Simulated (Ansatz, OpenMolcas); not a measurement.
The same job for OpenMolcas

This Ansatz 0.2.0 job computes P2H4 (diphosphine):

job.yaml:
```yaml
crystal:
  periodic: [false, false, false]
  atoms:
    - {symbol: P, position_ang: [0.365100, -1.048800, -0.082300]}
    - {symbol: P, position_ang: [-0.365200, 1.049100, 0.078100]}
    - {symbol: H, position_ang: [-0.497000, -1.521600, 0.945000]}
    - {symbol: H, position_ang: [-0.572100, -1.392900, -1.094900]}
    - {symbol: H, position_ang: [0.502800, 1.524600, -0.942900]}
    - {symbol: H, position_ang: [0.566400, 1.389600, 1.097000]}
basis:
  gaussian:
    orbitals: aug-cc-pVDZ
correlation:
  method: mp2
  frozen_orbitals: {H: 0, P: 5}
accuracy: high
```

```bash
$ ansatz run job.yaml --threads 1 --pin off --max-ram 3480MiB --events-out events.jsonl --progress --plain --runs-dir runs
```

Geometry: relaxed at PBE0-D4/def2-TZVP. This is one conformer, not always the lowest.

It gives a total energy of -684.062378 Eh.

Task: Translate the job to OpenMolcas 26.06 as an input file of the program's own.

Result: For example:

job.input:
```
&gateway
 baslib=$CurrDir
 basisset
 P.aug-cc-pVDZ....
 P1 0.365100 -1.048800 -0.082300 angstrom
 P2 -0.365200 1.049100 0.078100 angstrom
 End of Basis
 basisset
 H.aug-cc-pVDZ....
 H3 -0.497000 -1.521600 0.945000 angstrom
 H4 -0.572100 -1.392900 -1.094900 angstrom
 H5 0.502800 1.524600 -0.942900 angstrom
 H6 0.566400 1.389600 1.097000 angstrom
 End of Basis

&seward

&scf
 thresholds=1e-10 1e-07 1e-07 1e-05
 prorbitals=1 2

&mbpt2
 frozen=10
```

```bash
$ export MOLCAS_MEM=1860
$ pymolcas job.input > job.log
```

(Basis files named in the input come from the Basis Set Exchange and aren't shown.)

Its energy is -684.062378 Eh, 0.000 mEh from the first.
